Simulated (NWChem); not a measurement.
System: N2 cation, doublet

Here is an NWChem input.

```
start job
memory heap 200 mb stack 900 mb global 1100 mb
charge 1
geometry units angstroms noautoz
  N      0.000000     0.000000    -0.561364
  N      0.000000     0.000000     0.561364
end
basis spherical
  * library def2-svp
end
dft
  odft
  mult 2
  xc xpbe96 cpbe96
  iterations 150
end
task dft gradient
```

NWChem printed, in part:

```
             Northwest Computational Chemistry Package (NWChem) 7.3.0
             --------------------------------------------------------

 ORDER OF PRIMARY AXIS IS BEING SET TO 4
 D4H symmetry detected

                             Geometry "geometry" -> ""
                             -------------------------

 Output coordinates in angstroms (scale by  1.889725989 to convert to a.u.)

  No.       Tag          Charge          X              Y              Z
 ---- ---------------- ---------- -------------- -------------- --------------
    1 N                    7.0000     0.00000000     0.00000000    -0.56136400
    2 N                    7.0000     0.00000000     0.00000000     0.56136400

 Effective nuclear repulsion energy (a.u.)      23.0952512104

      Symmetry information
      --------------------

 Group name             D4h
 Group number             28
 Group order              16
 No. of unique centers     1

  pbe96 is a nonlocal functional; adding pw91lda local functional.

                                 NWChem DFT Module
                                 -----------------

 Summary of "ao basis" -> "ao basis" (spherical)
 ------------------------------------------------------------------------------
       Tag                 Description            Shells   Functions and Types
 ---------------- ------------------------------  ------  ---------------------
 N                          def2-svp                 6       14   3s2p1d

      Symmetry analysis of basis
      --------------------------

        a1g         6
        a1u         0
        a2g         0
        a2u         6
        b1g         1
        b1u         1
        b2g         1
        b2u         1
        eg          6
        eu          6

            General Information
            -------------------
          SCF calculation type: DFT
          Wavefunction type:  spin polarized.
          No. of atoms     :     2
          No. of electrons :    13
           Alpha electrons :     7
            Beta electrons :     6
          Charge           :     1
          Spin multiplicity:     2
          Use of symmetry is: on ; symmetry adaption is: on
          Maximum number of iterations: 150
          AO basis - number of functions:    28
                     number of shells:    12
          Convergence on energy requested:  1.00D-06
          Convergence on density requested:  1.00D-05
          Convergence on gradient requested:  5.00D-04

              XC Information
              --------------
          PerdewBurkeErnzerhof Exchange Functional  1.000
            Perdew 1991 LDA Correlation Functional  1.000 local
           PerdewBurkeErnz. Correlation Functional  1.000 non-local

             Grid Information
             ----------------
          Grid used for XC integration:  medium
          Radial quadrature: Mura-Knowles
          Angular quadrature: Lebedev.
          Tag              B.-S. Rad. Rad. Pts. Rad. Cut. Ang. Pts.
          ---              ---------- --------- --------- ---------
          N                   0.65       49           5.0       434
          Grid pruning is: on
          Number of quadrature shells:    49
          Spatial weights used:  Erf1

      Superposition of Atomic Density Guess
      -------------------------------------

 Sum of atomic energies:        -108.48836318

 Renormalizing density from      14.00 to     13

      Non-variational initial energy
      ------------------------------

 Total energy =    -103.535541
 1-e energy   =    -179.112878
 2-e energy   =      52.482086
 HOMO         =      -0.953889
 LUMO         =      -0.515174

   Symmetry analysis of molecular orbitals - initial alpha
   -------------------------------------------------------

 !! scf_movecs_sym_adapt:    4 vectors were symmetry contaminated

  Symmetry fudging

 !! scf_movecs_sym_adapt:    2 vectors were symmetry contaminated

  Numbering of irreducible representations:

     1 a1g         2 a1u         3 a2g         4 a2u         5 b1g
     6 b1u         7 b2g         8 b2u         9 eg         10 eu

  Orbital symmetries:

     1 a1g         2 a2u         3 a1g         4 a2u         5 eu
     6 eu          7 a1g         8 eg          9 eg         10 a2u
    11 a1g        12 eu         13 eu         14 a1g        15 a2u
    16 eg         17 eg

   Symmetry analysis of molecular orbitals - initial beta
   ------------------------------------------------------

 !! scf_movecs_sym_adapt:    4 vectors were symmetry contaminated

  Symmetry fudging

 !! scf_movecs_sym_adapt:    2 vectors were symmetry contaminated

  Numbering of irreducible representations:

     1 a1g         2 a1u         3 a2g         4 a2u         5 b1g
     6 b1u         7 b2g         8 b2u         9 eg         10 eu

  Orbital symmetries:

     1 a1g         2 a2u         3 a1g         4 a2u         5 eu
     6 eu          7 a1g         8 eg          9 eg         10 a2u
    11 a1g        12 eu         13 eu         14 a1g        15 a2u
    16 eg         17 eg

[...]

                         DFT ENERGY GRADIENTS

    atom               coordinates                        gradient
                 x          y          z           x          y          z
   1 N       0.000000   0.000000  -1.060824    0.000000   0.000000  -0.000008
   2 N       0.000000   0.000000   1.060824    0.000000   0.000000   0.000008
```

Level: PBE/def2-SVP, spin-unrestricted. Geometry: optimised at PBE-D3(BJ)/def2-SVP, spin-unrestricted. No stability test was run on the SCF state.
